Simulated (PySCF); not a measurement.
Worked example: the barrier

An elementary step of CH7BO, closed shell (CH₄O ([CH3][OH]) + BH₃ → CH₅BO ([BH2][O][CH3]) + H₂; bonds formed: H2–H5; dative contacts that become bonds: B1–O6; bonds broken: B1–H2, H5–O6). “Start” is the structure reached by relaxing down from the saddle towards the reactants; PBE0-D4/def2-TZVP structures. The saddle:

```tsv
atom	x (Å)	y (Å)	z (Å)
B1	-0.1795	-1.1998	0.0104
H2	0.9348	-1.3936	-0.7167
H3	-1.0526	-1.0065	-0.7861
H4	-0.2403	-2.1165	0.7736
H5	1.0389	-0.5682	-0.1249
O6	0.3464	0.0940	0.7019
C7	-0.1200	1.3070	0.1411
H8	0.3848	2.1314	0.6461
H9	0.0872	1.3618	-0.9338
H10	-1.1999	1.3907	0.2882
```

Program: PySCF 2.14 with density fitting (its default auxiliary sets; JK sets also for MP2 and CCSD(T)). Basis: def2-TZVPP and def2-QZVPP. Cores are frozen in the correlated methods.

Energies in eV:

| quantity | saddle | start |
| --- | --- | --- |
| Hartree–Fock, triple zeta (X = 3) | -3849.10435 | -3850.69199 |
| Hartree–Fock, quadruple zeta (X = 4) | -3849.30057 | -3850.88718 |
| MP2 correlation, X = 3 | -15.67377 | -15.17844 |
| MP2 correlation, X = 4 | -16.68135 | -16.16978 |
| CCSD(T) correlation, X = 3 | -17.20571 | -16.78218 |

Task: Work out the barrier at the basis limit: extrapolate Hartree–Fock as E(X) = E∞ + A exp(−7.88 √X) and the MP2 correlation as E(X) = E∞ + B X^−2.97 (the exponents that Neese and Valeev fitted for def2-TZVPP and QZVPP), then add CCSD(T) − MP2 in triple zeta.

Result: Each step is linear, so take the differences first (saddle − start): Hartree–Fock 1.58764 (X = 3) and 1.58661 (X = 4); MP2 correlation -0.49533 and -0.51157; CCSD(T) correlation -0.42353.
Two points give E∞ = E(4) + w [E(4) − E(3)], with w = 1/(exp(7.88 (2 − √3)) − 1) = 0.1377 for Hartree–Fock and w = 1/((4/3)^2.97 − 1) = 0.7407 for the correlation.
Hartree–Fock: 1.58661 + 0.1377 × (-0.00103) = 1.5865 eV.
MP2 correlation: -0.51157 + 0.7407 × (-0.01624) = -0.5236 eV.
CCSD(T) − MP2: -0.42353 − (-0.49533) = 0.0718 eV.
Sum: 1.5865 + (-0.5236) + 0.0718 = 1.1347 eV, or 26.17 kcal/mol. Plain CCSD(T) in triple zeta gives 1.1641 eV, so the larger basis shifts the result by -0.0294 eV.

T1 diagnostic: at most 0.014.

The step is the kind of ligand exchange by which a precursor binds to a hydroxyl group, or is hydrolysed, in atomic layer deposition of oxides.

Labels in which every atom is bracketed show which atoms are joined, not bond orders.

For scale, one of the runs: CCSD(T)/def2-TZVPP, 191 basis functions, launched by `OMP_NUM_THREADS=4 python run.py`. Time: 5.9 min of wall clock on 4 CPU threads of an Intel Xeon; the host was shared. Peak host memory: 2 GiB.
